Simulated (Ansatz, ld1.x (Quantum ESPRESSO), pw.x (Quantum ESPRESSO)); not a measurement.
Sb: one change to the TM potential, in the atom and in the bcc crystal

- Element: Sb
- Generator: ld1.x (Quantum ESPRESSO) 7.5
- Type: norm-conserving Troullier–Martins (Kleinman–Bylander form)
- Functional: LDA (PW92)
- Relativity: scalar-relativistic
- Frozen core: [Kr]
- Valence charge: 15
- Reference configuration: 4d10 5s2 5p3
- Partial waves: 5p (bound): rc 2.55 bohr; 4d (bound): rc 1.65 bohr; 5s (bound): rc 1.95 bohr
- Local potential: the s channel
- Core correction: Bessel-smoothed model core, default radius (core density twice the valence density)

Change: all radii but the core radius scaled by about 1.17 (s 2.28, p 2.98, d 1.94 bohr).

Cutoffs, loose and tight: the cutoffs (Ry, on a coarse ladder) from which the occupation-weighted sum of valence levels, in a spherical-Bessel basis at the reference potential, stays within 10 and 1 mRy of its value at 400 Ry. They do not see the model core or the augmentation charge, which bear on the density cutoff. Test errors are all-electron minus pseudo excitation energies from the reference, over the configurations 4d10 5s2 5p2; 4d10 5s2 5p1; 4d10 5s2 5p0; 4d9 5s2 5p3; 4d10 5s1 5p4; 4d10 5s1 5p0; 4d10 5s2 5p3.3 (two spin-polarised tests are not counted in the largest error); variants that change the core or the reference have their own tests.

Crystal test: bcc Sb in pw.x 7.5, no spin, 12³ k-points, Fermi–Dirac smearing 0.01 Ry, cutoffs set for each file from its atomic test. The reference is all-electron LAPW (Ansatz 0.2.0) with the same functional, mesh and smearing; V0 and B0 come from Birch–Murnaghan fits to the pressures at five volumes. Errors are pseudo minus all-electron; Δ is the rms difference of the E(V) curves that follow from these fits, minima aligned, over ±6 % about the mean V0. Mesh and smearing are coarse, so the numbers serve the comparison and aren't converged zero-temperature values; the lattice is a test structure that the element need not adopt.

All-electron: a0 = 3.710 Å (V0 = 25.53 Å³/atom), B0 = 72.6 GPa.

Does the change bring the crystal closer to the all-electron result?

The mean pressure error goes from +2.33 to +1.93 GPa, so the change moves the solid closer to the all-electron pressures.

```csv
quantity,base,changed
outcome (atom),generated,generated
"cutoff, loose (atom)",90 Ry,70 Ry
"cutoff, tight (atom)",140 Ry,120 Ry
bound ghosts (atom),none,none
largest test error (meV) (atom),-328,-138
cutoffs in pw.x (Ry),170/680,145/580
a0 (Å),3.747,3.741
a0 error (%),+1.00,+0.83
B0 error (%),-1.4,-0.7
Δ (meV/atom),12.3,10.2
mean pressure error (GPa),+2.33,+1.93
```

Base: This is a poor potential for the solid. Changed file: This is a poor potential for the solid.
